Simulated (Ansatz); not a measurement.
Born–Oppenheimer molecular dynamics of CF3 (4 atoms, charge 0, multiplicity 2). It starts from a relaxed structure.

These are results of UKS PBE0-D4/cc-pVDZ in Ansatz 0.2.0, not measurements.

```
ensemble        : NVT, Langevin thermostat
time step       : 2 fs
steps asked     : 30
set temperature : 300 K
friction        : 0.02 /fs
seed            : 764581
```

First frame:

```xyz
4
Properties=species:S:1:pos:R:3
F -1.232 0.025 0.268
C -0.040 -0.060 -0.291
F 0.661 -1.049 0.229
F 0.611 1.084 -0.206
```

What does the run give?

The run went to its last step.

```yaml
steps_done: 30
time_covered: 60 fs
mean_temperature_over_the_second_half: 369 K
spread_of_the_potential_energy_over_the_second_half: 13.1 meV per atom
mean_potential_energy_of_the_second_half_above_the_start: 28.5 meV per atom
```

The mean temperature of the second half is 23 % above the set value. A run of 0.06 ps of so small a system gives no equilibrium averages.

What happens to the structure?

The same pairs are bonded in the first frame and the last. Pairs count as bonded within 1.25 times the sum of covalent radii (0.12 Å more for H–H). Another seed would give other details.

How do temperature and energy run in time?


| time (fs) | T (K) | potential energy less start (eV) |
| --- | --- | --- |
| 0.0 | 225 | 0.000 |
| 2.0 | 161 | 0.007 |
| 4.0 | 174 | 0.022 |
| 6.0 | 161 | 0.041 |
| 8.0 | 145 | 0.054 |
| 10.0 | 142 | 0.062 |
| 12.0 | 128 | 0.065 |
| 14.0 | 139 | 0.068 |
| 16.0 | 145 | 0.074 |
| 18.0 | 156 | 0.082 |
| 20.0 | 223 | 0.092 |
| 22.0 | 165 | 0.104 |
| 24.0 | 169 | 0.101 |
| 26.0 | 245 | 0.086 |
| 28.0 | 276 | 0.069 |
| 30.0 | 324 | 0.052 |
| 32.0 | 280 | 0.054 |
| 34.0 | 220 | 0.075 |
| 36.0 | 271 | 0.095 |
| 38.0 | 286 | 0.091 |
| 40.0 | 305 | 0.065 |
| 42.0 | 346 | 0.049 |
| 44.0 | 344 | 0.062 |
| 46.0 | 420 | 0.111 |
| 48.0 | 347 | 0.168 |
| 50.0 | 375 | 0.201 |
| 52.0 | 417 | 0.191 |
| 54.0 | 511 | 0.147 |
| 56.0 | 572 | 0.126 |
| 58.0 | 495 | 0.145 |
| 60.0 | 395 | 0.190 |

Run time: 62 s on 1 CPU thread of a shared host.
